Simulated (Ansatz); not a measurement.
Computed with Ansatz on PBE0-D4/def2-TZVP structures; ΔE is electronic, products minus reactants. CBS: MP2 limit from def2 TZ/QZ plus the TZ coupled-cluster correction, frozen cores. This one scheme is used for every species. Double bonds are as drawn, so ΔE can hold a change between cis and trans. Functionals use def2-TZVPP. B3LYP here is the variant with VWN-RPA as its local correlation; programs differ in this. One conformer a species, not always the lowest.

Reaction (hydrogenolysis of a C–O bond): `NC/C(O)=C\F` + H₂ → `NC/C=C\F` + H₂O

`NC/C(O)=C\F`:

Cartesian coordinates in Å:
```
N -0.287 -1.328 -1.023
C 0.193 -0.741 0.225
C 0.174 0.754 0.076
O 0.479 1.199 -1.163
C -0.091 1.603 1.061
F -0.349 1.150 2.305
H 0.062 -2.267 -1.153
H -1.298 -1.363 -1.049
H -0.364 -1.040 1.116
H 1.231 -1.063 0.363
H 0.348 0.417 -1.732
H -0.097 2.681 0.973
```

H₂:

```xyz
2

H     0.075   -0.008    0.365
H    -0.075    0.008   -0.365
```

`NC/C=C\F`:

Z-matrix (Å, degrees):
```
C
C 1 1.491
N 1 1.458 2 109.8
H 1 1.098 2 109.6 3 126.5
H 1 1.096 2 108.6 3 -117.2
C 2 1.320 1 125.9 3 -128.8
H 2 1.085 1 117.2 3 49.9
H 3 1.012 1 110.4 2 -175.4
H 3 1.013 1 110.0 2 66.4
F 6 1.342 2 122.7 1 -0.7
H 6 1.083 2 125.3 1 179.5
```

H₂O:

Z-matrix (Å, degrees):
```
O
H 1 0.960
H 1 0.960 2 105.1
```

(1) Is it downhill or uphill in electronic energy at CCSD(T)/CBS, and by how much? (An estimate is asked.)

(2) What do these levels give: PBE-D4, r2SCAN-D4, ωB97X-V, ωB97M-V, B2PLYP, r2SCAN, B3LYP, MP2/def2-TZVPP, CCSD/def2-TZVPP, CCSD(T)/def2-TZVPP, MP2/def2-QZVPP, SCS-MP2/def2-QZVPP? (Estimate.)

Largest T1 diagnostic among the species: 0.012.

Results:

(1) Ansatz gave: Downhill: ΔE = -84.8 kJ/mol.

(2) Ansatz gave: PBE-D4 -63.0, r2SCAN-D4 -66.6, ωB97X-V -71.0, ωB97M-V -73.2, B2PLYP -79.6, r2SCAN -67.6, B3LYP -78.3, MP2/def2-TZVPP -81.2, CCSD/def2-TZVPP -85.7, CCSD(T)/def2-TZVPP -79.8, MP2/def2-QZVPP -84.6, SCS-MP2/def2-QZVPP -87.0 kJ/mol.

The D4 term adds +6.1 kJ/mol with B3LYP and +3.3 kJ/mol with PBE0; it sums over pairs of atoms, weighted by their polarisabilities, and B3LYP, whose exchange is more repulsive, gets the larger term. From PBE to PBE0 (25 % exact exchange), in def2-TZVPP and without D4, ΔE moves by −7.6 kJ/mol. In def2-TZVPP, CCSD(T) changes the Hartree–Fock value by +19.6 kJ/mol (the triples alone add +5.9 kJ/mol) and MP2 by +18.2 kJ/mol.
